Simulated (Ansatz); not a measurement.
# LiH2− (singlet): wave-function methods side by side at angle H2–Li1–H3 = 138.6°, aug-cc-pVTZ

One table from this session's results is given with a row withheld; the runs are named, their logs left out.

The runs use Ansatz 0.2.0, Gaussian basis; aug-cc-pVTZ, core rule «outside noble gas», up to 1 orbitals frozen.

To be run: UHF; CCSD(T) on RHF; BCCD(T) on RHF; CCSDT(Q) on RHF; Full CI.

19 further runs of the same task are left out: 7 for a known fault of the program, 8 that didn't finish, 4 set aside as unsound or not needed. Runs told in other sessions of the task aren't counted.

**The geometry**

The geometry derives from a PBE0/def2-TZVPD stationary point (not a proven minimum). One angle is set to the value named; bond lengths are kept.

3 atoms, charge -1, spin multiplicity 1.

Atoms are counted from 1 here; the program's logs count them from 0.

Bond lengths: Li1–H2 1.733 Å, Li1–H3 1.733 Å. Angles: H2–Li1–H3 138.6°.

Set-up of the first run:

in.yaml

```yaml
crystal:
  periodic: [false, false, false]
  atoms:
    - {symbol: Li, position_ang: [-0.137846, 0.000000, 0.000000]}
    - {symbol: H, position_ang: [0.474627, 0.000000, -1.620863]}
    - {symbol: H, position_ang: [0.474627, 0.000000, 1.620863]}
basis:
  gaussian: {orbitals: aug-cc-pVTZ}
total_charge: -1
magnetization: {spin_polarized: true, initial_magnetization: 0}
hamiltonian: {xc: hf}
output: {orbitals: {seedname: orbitals}}
```

On the command line:

```
ansatz run in.yaml --threads 1 --pin off --events-out ev --progress --plain --max-ram 2393MiB
```

Steps of the session up to this table: UHF; CCSD(T) on RHF; BCCD(T) on RHF; CCSDT(Q) on RHF; Full CI.

One of the session's tables, all rows but one given; the rest of the session is left out.

It belongs to the step «Misses and costs». 

| method | from FCI (meV) |
| --- | --- |
| RHF | +2028.5 |
| RMP2 | +460.6 |
| RCCSD | +14.1 |
| RCCSD(T) | ? |
| BCCD(T) | +4.1 |
| RCCSDT | +0.4 |
| RCCSDT(Q) | +0.1 |
| FCI | 0 |

Q: Estimate the row for RCCSD(T) from the others.

**Answer.** from FCI (meV): +4.2. In the column «from FCI (meV)» it lies between BCCD(T) (+4.1) and RCCSD (+14.1).
